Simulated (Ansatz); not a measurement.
# Grey arsenic (A7) under LDA: convergence with the plane-wave cutoff

Aim: find which plane-wave cutoff is enough for energy and pressure. The geometry was relaxed under LDA beforehand and stays fixed; 9 values are run, from 150 to 800 eV. Wanted are the values from which on the energy stays within 10 and 1 meV/atom, and the pressure within 0.5 GPa, of the last run. Within the series other settings stay, but some runs also write fields, which adds to their time. Spin polarisation is left out.

Computed with Ansatz 0.2.0 (DFT LDA, plane waves with PAW, scalar-relativistic, unless a step says otherwise).

### 1 The starting structure

It takes space group R-3m (No. 166, trigonal). Conventional cell: a = 3.760 Å, b = 3.760 Å, c = 9.983 Å, α = 90.00°, β = 90.00°, γ = 120.00°. Around As (site symmetry 3m) lie 3 As at 2.52 Å.

As a file:

```
CELL_PARAMETERS angstrom
1.87999 1.08541 3.32765
-1.87999 1.08541 3.32765
0.00000 -2.17082 3.32765
ATOMIC_POSITIONS crystal
As 0.76951 0.76951 0.76951
As 0.23049 0.23049 0.23049
```

### 2 A run at the usual settings, for scale

input.yaml

```yaml
crystal:
  lattice:
    - [1.8799878575, 1.0854114956, 3.3276505507]
    - [-1.8799878575, 1.0854114956, 3.3276505507]
    - [0.0, -2.1708229912, 3.3276505507]
  atoms:
    - { symbol: As, position: [0.769512817, 0.769512817, 0.769512817] }
    - { symbol: As, position: [0.230487183, 0.230487183, 0.230487183] }
hamiltonian:
  xc: lda
  pseudopotentials:
    kind: paw
    azcp:
      As: "pseudopotentials/As.paw.azcp"
basis:
  ecutwfc: 420
  fft_grid_basis: typed
kpoints:
  mp_grid: { grid: [17, 17, 17], shift: [0, 0, 0] }
magnetization:
  spin_polarized: false
scf:
  occupations: { method: fermi_dirac, width: 0.1 }
  lower_state_search: "off"
output:
  stress: true
```

Launch:

```console
ansatz run input.yaml --threads 2 --pin off --max-ram 5120MiB --backend cpu --events-out ev --progress --plain --runs-dir out
```

### 3 Run at 150 eV

The run at 150 eV.

Edit input.yaml of step 2 so:

```diff
@@ -15,6 +15,6 @@
 basis:
-  ecutwfc: 420
+  ecutwfc: 150
   fft_grid_basis: typed
 kpoints:
-  mp_grid: { grid: [17, 17, 17], shift: [0, 0, 0] }
+  mp_grid: { grid: [10, 10, 10], shift: [0, 0, 0] }
 magnetization:
```

### 4 Run at 200 eV

The run at 200 eV.

Edit input.yaml of step 3 so:

```diff
@@ -15,3 +15,3 @@
 basis:
-  ecutwfc: 150
+  ecutwfc: 200
   fft_grid_basis: typed
```

### 5 Run at 250 eV

The run at 250 eV.

Edit input.yaml of step 4 so:

```diff
@@ -15,3 +15,3 @@
 basis:
-  ecutwfc: 200
+  ecutwfc: 250
   fft_grid_basis: typed
```

### 6 Run at 300 eV

The run at 300 eV.

Edit input.yaml of step 5 so:

```diff
@@ -15,3 +15,3 @@
 basis:
-  ecutwfc: 250
+  ecutwfc: 300
   fft_grid_basis: typed
```

### 7 Run at 350 eV

The run at 350 eV.

Edit input.yaml of step 6 so:

```diff
@@ -15,3 +15,3 @@
 basis:
-  ecutwfc: 300
+  ecutwfc: 350
   fft_grid_basis: typed
```

### 8 Run at 420 eV

The run at 420 eV.

Edit input.yaml of step 7 so:

```diff
@@ -15,3 +15,3 @@
 basis:
-  ecutwfc: 350
+  ecutwfc: 420
   fft_grid_basis: typed
@@ -26 +26,5 @@
   stress: true
+  write_density: true
+  write_potential: true
+  elf: true
+  volumetric_format: npy
```

### 9 Run at 500 eV

The run at 500 eV.

Edit input.yaml of step 8 so:

```diff
@@ -15,3 +15,3 @@
 basis:
-  ecutwfc: 420
+  ecutwfc: 500
   fft_grid_basis: typed
```

### 10 Run at 600 eV

The run at 600 eV.

Edit input.yaml of step 9 so:

```diff
@@ -15,3 +15,3 @@
 basis:
-  ecutwfc: 500
+  ecutwfc: 600
   fft_grid_basis: typed
@@ -26,5 +26 @@
   stress: true
-  write_density: true
-  write_potential: true
-  elf: true
-  volumetric_format: npy
```

### 11 Run at 800 eV

The run at 800 eV.

Edit input.yaml of step 10 so:

```diff
@@ -15,3 +15,3 @@
 basis:
-  ecutwfc: 600
+  ecutwfc: 800
   fft_grid_basis: typed
```

(Steps that only read results are left out.)

What does the calculation give?

The runs gave:

| quantity | value |
| --- | --- |
| E(σ → 0) stays within 10 meV/atom of 800 eV | from 350 eV on |
| E(σ → 0) stays within 1 meV/atom | from 500 eV on |
| pressure stays within 0.5 GPa | from 250 eV on |
| pressure at 800 eV | 0.01 GPa |
| CPU time, dearest over cheapest | 7.2 |
| run at the usual settings (mesh 17×17×17 against the series' 10×10×10, 420 eV) | +5.5 meV/atom from 800 eV, 0.04 GPa |

What this shows: At 150 eV the energy differs by +22729 meV/atom and the pressure by +3.9 GPa. The energy falls at each step up in cutoff, as the variational principle asks. 1 meV/atom is reached at 500 eV; energy differences often converge earlier, as errors cancel. The cell taken over is 5 % smaller than the measured one (21.53 Å³/atom, COD).
